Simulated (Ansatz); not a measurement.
The inner images of a band of C$_{2}$H$_{5}$Si (8 atoms, charge 0, multiplicity 2) are given out of order.

These are results of UKS PBE0-D4/def2-SVP (Ansatz 0.2.0), not measurements.

First end point:

```xyz
8
Properties=species:S:1:pos:R:3
C -0.932 0.707 -0.694
C 0.181 0.577 0.053
Si 0.655 -0.954 0.969
H -1.623 -0.127 -0.855
H -1.195 1.653 -1.179
H 0.821 1.460 0.180
H 2.132 -1.145 1.080
H -0.038 -2.172 0.447
```

Last end point:

```xyz
8
Properties=species:S:1:pos:R:3
C -0.650 0.525 -0.728
C 0.428 0.358 0.214
Si 0.593 -1.029 1.531
H -1.093 -0.341 -1.226
H -1.119 1.500 -0.875
H 0.920 1.289 0.529
H 1.256 -0.305 -0.227
H -0.337 -1.997 0.783
```

Task: Put them in order from the first end to the last, with their energies above the first end.
A.
```xyz
8
Properties=species:S:1:pos:R:3
C -0.753 0.582 -0.637
C 0.227 0.418 0.343
Si 0.754 -1.135 1.248
H -1.408 -0.249 -0.915
H -0.877 1.523 -1.183
H 0.815 1.318 0.579
H 1.492 -0.409 0.007
H -0.251 -2.049 0.558
```
B.
```xyz
8
Properties=species:S:1:pos:R:3
C -0.710 0.547 -0.663
C 0.355 0.366 0.289
Si 0.697 -1.135 1.394
H -1.371 -0.280 -0.937
H -0.888 1.515 -1.145
H 0.843 1.307 0.583
H 1.312 -0.284 -0.092
H -0.239 -2.036 0.571
```
C.
```xyz
8
Properties=species:S:1:pos:R:3
C -0.858 0.670 -0.685
C 0.094 0.621 0.256
Si 0.702 -0.958 1.012
H -1.427 -0.220 -0.975
H -1.073 1.591 -1.237
H 0.648 1.537 0.500
H 2.092 -1.127 0.488
H -0.177 -2.114 0.641
```
D.
```xyz
8
Properties=species:S:1:pos:R:3
C -0.679 0.535 -0.691
C 0.398 0.360 0.251
Si 0.624 -1.076 1.492
H -1.234 -0.327 -1.071
H -0.989 1.530 -1.016
H 0.887 1.294 0.565
H 1.249 -0.285 -0.197
H -0.256 -2.031 0.666
```
E.
```xyz
8
Properties=species:S:1:pos:R:3
C -0.826 0.645 -0.643
C 0.048 0.597 0.367
Si 0.695 -0.997 1.036
H -1.413 -0.232 -0.940
H -0.938 1.545 -1.254
H 0.676 1.469 0.586
H 1.949 -0.895 0.234
H -0.191 -2.132 0.615
```
F.
```xyz
8
Properties=species:S:1:pos:R:3
C -0.895 0.686 -0.703
C 0.155 0.610 0.132
Si 0.689 -0.940 0.991
H -1.504 -0.192 -0.947
H -1.176 1.624 -1.194
H 0.724 1.527 0.335
H 2.149 -1.202 0.810
H -0.142 -2.113 0.577
```
G.
```xyz
8
Properties=species:S:1:pos:R:3
C -0.788 0.612 -0.613
C 0.088 0.526 0.398
Si 0.719 -1.063 1.094
H -1.412 -0.237 -0.917
H -0.878 1.528 -1.205
H 0.761 1.369 0.600
H 1.728 -0.625 0.073
H -0.218 -2.111 0.569
```

Result: F (+0.5 kcal/mol), C (+2.6 kcal/mol), E (+8.6 kcal/mol), G (+23.6 kcal/mol), A (+44.6 kcal/mol), B (+34.9 kcal/mol), D (+31.9 kcal/mol).

The run took 2.3 min on 2 threads of Arm Neoverse V1, with other jobs on the host, peak memory 0.18 GiB.
